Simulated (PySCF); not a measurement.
# C3H7Cl: calculation against experiment

**What was measured.**

NIST CCCBDB Release 22 (SRD 101), experimental polarizabilities lists, for the gas: mean polarisability 10 Å³.

How close the calculation comes is told at the end.

Compound: C₃H₇Cl.
Atom-mapped SMILES: `[CH3:1][CH2:2][CH2:3][Cl:4]` (hydrogens: H5, H6, H7 on C1; H8, H9 on C2; H10, H11 on C3)

Geometry (PBE0-D3(BJ)/def2-SVP, Å), atoms numbered from 1 in this order:
```xyz
11
C3H7Cl angstrom
C     -1.2645    0.2488    0.0978
C     -0.0409   -0.6400   -0.0449
C      1.2781    0.0956    0.0684
Cl     1.4956    1.3037   -1.2403
H     -1.2784    0.7560    1.0759
H     -2.1924   -0.3352    0.0092
H     -1.2739    1.0246   -0.6820
H     -0.0663   -1.1742   -1.0092
H     -0.0422   -1.4178    0.7397
H      1.3527    0.6470    1.0173
H      2.1303   -0.5939   -0.0009
```

The PySCF runs (gas phase, on this PBE0-D3(BJ)/def2-SVP geometry; no spin–orbit coupling):

| level | job | basis functions |
| --- | --- | --- |
| B3LYP/def2-SVPD | 10 singlets by full TDDFT, 4 Tamm–Dancoff triplets, polarisability, ΔSCF ions | 143 |
| LC-wPBE/def2-SVPD | 10 singlets by full TDDFT, 4 Tamm–Dancoff triplets, polarisability, ΔSCF ions | 143 |
| PBE0/6-31+G* | 10 singlets by full TDDFT, 4 Tamm–Dancoff triplets, polarisability | 90 |
| PBE0/6-31G* | 10 singlets by full TDDFT, 4 Tamm–Dancoff triplets, polarisability | 74 |
| PBE0/aug-cc-pVDZ | 10 singlets by full TDDFT, 4 Tamm–Dancoff triplets, polarisability | 159 |
| PBE0/def2-SVP | 10 singlets by full TDDFT, 4 Tamm–Dancoff triplets, polarisability | 95 |
| PBE0/def2-TZVP | 10 singlets by full TDDFT, 4 Tamm–Dancoff triplets, polarisability | 172 |
| PBE0/def2-TZVPD | 10 singlets by full TDDFT, 4 Tamm–Dancoff triplets, polarisability | 220 |
| wB97X-D/def2-SVPD | 10 singlets by full TDDFT, 4 Tamm–Dancoff triplets, polarisability, ΔSCF ions | 143 |

All basis functions are spherical.

## Comparison

**Mean polarisability.** Measured: 10 Å³ (NIST CCCBDB Release 22 (SRD 101), experimental polarizabilities).

```
            level  computed (Å³)  computed − measured (Å³)  % (from the printed values)
  B3LYP/def2-SVPD           7.95                     -2.05                          -20
LC-wPBE/def2-SVPD           7.63                     -2.37                          -24
     PBE0/6-31+G*           6.96                     -3.04                          -30
      PBE0/6-31G*           6.19                     -3.81                          -38
 PBE0/aug-cc-pVDZ           7.95                     -2.05                          -20
    PBE0/def2-SVP           6.27                     -3.73                          -37
   PBE0/def2-TZVP           7.34                     -2.66                          -27
  PBE0/def2-TZVPD           8.02                     -1.98                          -20
wB97X-D/def2-SVPD           7.80                     -2.20                          -22
```

Closest is PBE0/def2-TZVPD (-1.98 Å³), furthest PBE0/6-31G* (-3.81 Å³); one molecule doesn't rank methods. All 9 levels lie below the measurement. The computed values are static and purely electronic, with core orbitals frozen in the response (1 au = 0.148185 Å³). The table of measured values doesn't say here whether a value is static or optical, or holds a vibrational part. The measurement averages over conformers, the calculation has one.

The geometry is computed, not the measured one. Where a level misses, the cause wasn't examined.
